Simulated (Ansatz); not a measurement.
This geometry of CH4NO2P (9 atoms, charge 0, multiplicity 1) is a first-order saddle point.

Theory: RKS PBE-D4/def2-SVP (Ansatz).

```xyz
9
Properties=species:S:1:pos:R:3
O -0.170 1.547 0.053
C 0.650 0.582 0.410
O 1.730 1.027 1.050
N 0.522 -0.713 0.211
P -0.910 -1.153 -0.623
H -0.918 1.015 -0.414
H 2.242 0.212 1.251
H -0.947 -1.180 -2.028
H -2.111 -1.384 0.072
```

Which two structures does it join? (They come from a converged band through this point; their orientation in space is the band's.)

No bond is made or broken. The height of P5 over the plane of its neighbours goes from 0.76 to -0.77 Å.

Initial state:

```xyz
9
Properties=species:S:1:pos:R:3
O -0.061 1.774 0.144
C 0.605 0.639 0.393
O 1.740 0.913 1.049
N 0.295 -0.583 0.094
P -1.207 -0.791 -0.765
H -0.880 1.509 -0.345
H 2.156 0.036 1.185
H -0.769 -1.697 -1.796
H -1.791 -1.847 0.024
```

Final state:

```xyz
9
Properties=species:S:1:pos:R:3
O -0.288 1.508 0.234
C 0.583 0.504 0.425
O 1.733 0.999 0.910
N 0.432 -0.754 0.210
P -1.011 -1.536 -0.306
H -1.089 1.116 -0.181
H 2.306 0.215 1.036
H -0.680 -1.698 -1.708
H -1.897 -0.402 -0.637
```

How far does it lie above each of them?

1.48 eV above the first and 1.41 eV above the second. This is the barrier of this one path; another mechanism may lie lower.

The run took 3.6 min on 1 thread of Arm Neoverse V1, with other jobs on the host, peak memory 0.12 GiB.
